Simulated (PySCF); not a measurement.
Isomers of C5H9F.

All values: CAM-B3LYP/def2-SVPD (PySCF) at PBE0-D3(BJ)/def2-SVP geometries, gas phase, one conformer each. Core orbitals are frozen in the response; Δα² is half the sum of the squared differences of the principal polarisabilities.

Question: Rank by polarisability anisotropy Δα, lowest first.
A. `[F:1][CH:2]1[CH2:3][CH2:4][CH2:5][CH2:6]1` with F1–C2–C3–C4 76°, C2–C3–C4–C5 24°, C3–C4–C5–C6 0°, C4–C5–C6–C2 -25°
B. `[CH3:1]/[CH:2]=[CH:3]\[C@H:4]([CH3:5])[F:6]` with C2–C3–C4–C5 -105°
C. `[CH3:1][CH2:2][C:3]1([F:4])[CH2:5][CH2:6]1` with C1–C2–C3–F4 -60°
D. `CC(C)=C(C)F`
E. `[CH2:1]=[C:2]([CH3:3])[CH2:4][CH2:5][F:6]` with C1–C2–C4–C5 -109°, C2–C4–C5–F6 -68°

Answer: A (0.91 Å³), C (1.57 Å³), E (2.95 Å³), B (3.77 Å³), D (4.19 Å³).

Question: Rank by HOMO energy, highest first.
A. `[CH2:1]=[CH:2][C@H:3]([CH3:4])[CH2:5][F:6]` with C1–C2–C3–C4 -113°, C2–C3–C5–F6 64°
B. `[CH3:1]/[CH:2]=[CH:3]\[C@H:4]([CH3:5])[F:6]` with C2–C3–C4–C5 -105°
C. `[CH3:1][CH2:2][C:3]1([F:4])[CH2:5][CH2:6]1` with C1–C2–C3–F4 -60°
D. `[F:1][CH:2]1[CH2:3][CH2:4][CH2:5][CH2:6]1` with F1–C2–C3–C4 76°, C2–C3–C4–C5 24°, C3–C4–C5–C6 0°, C4–C5–C6–C2 -25°
E. `[CH3:1]/[CH:2]=[C:3](\[F:4])[CH2:5][CH3:6]` with C2–C3–C5–C6 120°
F. `[CH2:1]=[C:2]([CH3:3])[CH2:4][CH2:5][F:6]` with C1–C2–C4–C5 -109°, C2–C4–C5–F6 -68°

Answer: E (-8.23 eV), F (-8.53 eV), B (-8.75 eV), A (-8.95 eV), C (-9.35 eV), D (-10.24 eV).

Question: Rank by HOMO–LUMO gap, lowest first.
A. `[CH3:1]/[CH:2]=[CH:3]\[C@H:4]([CH3:5])[F:6]` with C2–C3–C4–C5 -105°
B. `[CH3:1]/[CH:2]=[CH:3]/[C@@H:4]([CH3:5])[F:6]` with C2–C3–C4–C5 -119°
C. `[CH2:1]=[CH:2][C@H:3]([CH3:4])[CH2:5][F:6]` with C1–C2–C3–C4 -113°, C2–C3–C5–F6 64°
D. `[F:1][CH:2]1[CH2:3][CH2:4][CH2:5][CH2:6]1` with F1–C2–C3–C4 76°, C2–C3–C4–C5 24°, C3–C4–C5–C6 0°, C4–C5–C6–C2 -25°
E. `[CH3:1]/[CH:2]=[C:3](\[F:4])[CH2:5][CH3:6]` with C2–C3–C5–C6 120°
F. `[CH2:1]=[C:2]([CH3:3])[CH2:4][CH2:5][F:6]` with C1–C2–C4–C5 -109°, C2–C4–C5–F6 -68°

Answer: E (9.50 eV), F (9.66 eV), B (9.80 eV), A (9.94 eV), C (10.19 eV), D (11.51 eV).

All values together:

```
          SMILES  μ (D)  HOMO (eV)  LUMO (eV)  α (Å³)  Δα (Å³)  ΔSCF removal energy (eV)
      CCC1(F)CC1   1.78      -9.35       1.36    8.84     1.57                     10.21
 C/C=C\[C@H](C)F   2.35      -8.75       1.19    9.53     3.77                      9.61
     C/C=C(\C)CF   1.94      -8.20       1.27    9.56     4.10                      9.01
     C/C=C(/C)CF   1.99      -8.40       1.17    9.58     4.11                      9.22
C/C=C/[C@@H](C)F   1.76      -8.53       1.28    9.61     4.25                      9.37
       C=C(C)CCF   1.41      -8.53       1.13    9.44     2.95                      9.37
     C/C=C(\F)CC   1.44      -8.23       1.27    9.59     4.37                      9.10
   C=C[C@H](C)CF   1.72      -8.95       1.25    9.44     2.91                      9.85
     CC(C)=C(C)F   1.69      -7.91       1.24    9.57     4.19                      8.73
       CC(C)=CCF   2.52      -8.50       1.19    9.63     4.14                      9.31
        FC1CCCC1   1.92     -10.24       1.27    8.60     0.91                     11.16
     C/C=C(/F)CC   1.79      -8.22       1.28    9.52     4.03                      9.09
```

Conformers: `[CH3:1][CH2:2][C:3]1([F:4])[CH2:5][CH2:6]1` with C1–C2–C3–F4 -60°; `[CH3:1]/[CH:2]=[CH:3]\[C@H:4]([CH3:5])[F:6]` with C2–C3–C4–C5 -105°; `[CH3:1]/[CH:2]=[C:3](\[CH3:4])[CH2:5][F:6]` with C2–C3–C5–F6 -2°; `[CH3:1]/[CH:2]=[C:3](/[CH3:4])[CH2:5][F:6]` with C2–C3–C5–F6 133°; `[CH3:1]/[CH:2]=[CH:3]/[C@@H:4]([CH3:5])[F:6]` with C2–C3–C4–C5 -119°; `[CH2:1]=[C:2]([CH3:3])[CH2:4][CH2:5][F:6]` with C1–C2–C4–C5 -109°, C2–C4–C5–F6 -68°; `[CH3:1]/[CH:2]=[C:3](\[F:4])[CH2:5][CH3:6]` with C2–C3–C5–C6 120°; `[CH2:1]=[CH:2][C@H:3]([CH3:4])[CH2:5][F:6]` with C1–C2–C3–C4 -113°, C2–C3–C5–F6 64°; `[CH3:1][C:2]([CH3:3])=[CH:4][CH2:5][F:6]` with C2–C4–C5–F6 131°; `[F:1][CH:2]1[CH2:3][CH2:4][CH2:5][CH2:6]1` with F1–C2–C3–C4 76°, C2–C3–C4–C5 24°, C3–C4–C5–C6 0°, C4–C5–C6–C2 -25°; `[CH3:1]/[CH:2]=[C:3](/[F:4])[CH2:5][CH3:6]` with C2–C3–C5–C6 119°.

Question: By how much does the ΔSCF value exceed −ε(HOMO) over the species that have both?

Answer: By 0.80 to 0.92 eV, 0.85 eV on average, over 12 species.
